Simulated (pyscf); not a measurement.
H₃C–Ga(CH₃)–Cl + hydrogen chloride (HCl) → methane (CH₄) + H₃C–Ga(Cl)–Cl (four-centre exchange; singlet surface; C–Ga, Cl–H broken, C–H, Cl–Ga formed). PySCF, gas phase, ωB97X-D3(BJ)/def2-SVP geometries. Energies in kcal/mol from the separated reactants.

| level | barrier | reaction energy |
|---|---|---|
| ωB97X-D3(BJ)/def2-TZVP | 8.2 | -33.8 |
| PBE/def2-TZVP | … | … |
| r²SCAN/def2-TZVP | 5.2 | -33.7 |
| B3LYP-D3(BJ)/def2-TZVP | 9.6 | -33.3 |
| M06-2X/def2-TZVP | … | -34.6 |
| ωB97M-D3(BJ)/def2-TZVP | 10.9 | -32.2 |

Task: Complete the blanks.

Result: 
- PBE/def2-TZVP, barrier: 6.4
- PBE/def2-TZVP, reaction energy: -32.0
- M06-2X/def2-TZVP, barrier: 7.8

The functionals in the table span 5.6 kcal/mol in this barrier, from r²SCAN to ωB97M-D3(BJ)/def2-TZVP. On the reactant side the descent ends in a bound adduct, 8.6 kcal/mol under the separated species and 16.9 kcal/mol under the saddle at ωB97X-D3(BJ)/def2-TZVP. One saddle was located; it need not be the lowest between these sides. Elements up to Kr have no core potential and no relativistic terms here.
